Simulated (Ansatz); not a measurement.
`N#[C][AlH2]` + H₂ → `[AlH3]` + `C#N`  (hydrogenolysis of the Al–C bond)

Isolated molecules relaxed with PBE0-D4/def2-TZVP in Ansatz; ΔE leaves out vibrations. CCSD(T)/CBS is frozen-core, at the limit of the def2 triple- and quadruple-zeta sets. DFT in def2-TZVPP. HSE06 is defined as in plane-wave codes.

Q: Is it downhill or uphill in electronic energy at CCSD(T)/CBS, and by how much? (Best estimate.)

A: Computed: Uphill: ΔE = +0.60 eV.

Q: What do these levels give: r2SCANh-D4, HSE06-D4, ωB97X-V, BLYP, r2SCAN, CAM-B3LYP, HF/def2-SVP, MP2/def2-SVP, CCSD/def2-QZVPP, CCSD/cc-pV(T+d)Z, CCSD(T)/cc-pV(Q+d)Z, CCSD(T)/CBS(cc)? (An estimate is asked.)

A: The calculation gave: r2SCANh-D4 0.60, HSE06-D4 0.55, ωB97X-V 0.55, BLYP 0.55, r2SCAN 0.61, CAM-B3LYP 0.52, HF/def2-SVP 0.40, MP2/def2-SVP 0.54, CCSD/def2-QZVPP 0.55, CCSD/cc-pV(T+d)Z 0.54, CCSD(T)/cc-pV(Q+d)Z 0.59, CCSD(T)/CBS(cc) 0.60 eV.

Largest T1 diagnostic among the species: 0.014.

The D4 term adds +0.04 eV with B3LYP and +0.02 eV with PBE0; it sums over pairs of atoms, weighted by their polarisabilities, and B3LYP, whose exchange is more repulsive, gets the larger term. From BLYP to BHLYP (50 % exact exchange), in def2-TZVPP and without D4, ΔE moves by −0.03 eV. At CCSD(T), def2-SVP lies −0.12 eV from the extrapolated value and def2-TZVPP −0.03 eV.

B3LYP here is the variant with VWN-RPA as its local correlation; programs differ in this.
